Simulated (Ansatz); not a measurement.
Ideal-gas functions of C2H2Cl2O, SMILES `ClC1(Cl)CO1` at 400 K and 1 bar, from an Ansatz frequency run at PBE0-D4/def2-TZVP.

Molar mass 112.94 g/mol, point group Cs (symmetry number 1), electronic degeneracy 1, moments of inertia 121.262, 167.956, 255.303 u Å². Harmonic wavenumbers (cm⁻¹, unscaled): 277, 308, 360, 440, 521, 749, 871, 1020, 1074, 1119, 1173, 1370, 1515, 3129, 3234.

Use S(trans) = R[1.5 ln M + 2.5 ln T − 1.1517]; rotational temperatures θ = 24.2544 K / I; S(rot) = R[ln(√π/σ · √(T³/θAθBθC)) + 1.5]; for each mode x = 1.438777 ν̃/T, S = R[x/(eˣ − 1) − ln(1 − e⁻ˣ)] and H = RT x/(eˣ − 1); 1 cm⁻¹ = 0.0119627 kJ/mol; R = 8.31446 J/(mol·K).

Q: By hand: the entropy, in J/(mol·K).

A: Translation 173.9. Rotation: θ = 0.2, 0.1444, 0.095 K, giving 116.5. Vibration, mode by mode: 8.68, 7.88, 6.72, 5.31, 4.21, 2.21, 1.56, 1.01, 0.87, 0.76, 0.65, 0.36, 0.23, 0.00, 0.00, in all 40.4. Electronic 0.0. Sum 330.8 J/(mol·K).

Q: By hand: H − E and G − E in kJ/mol, counted from the electronic energy.

A: Zero-point energy ½ × 17160 × 0.0119627 = 102.6; thermal vibration 10.2; translation, rotation and pV give 4 RT = 13.3. H − E = 126.1 kJ/mol, and G − E = 126.1 − 400 × 330.8/1000 = -6.2 kJ/mol.

Vibration gives 12 % of the entropy.
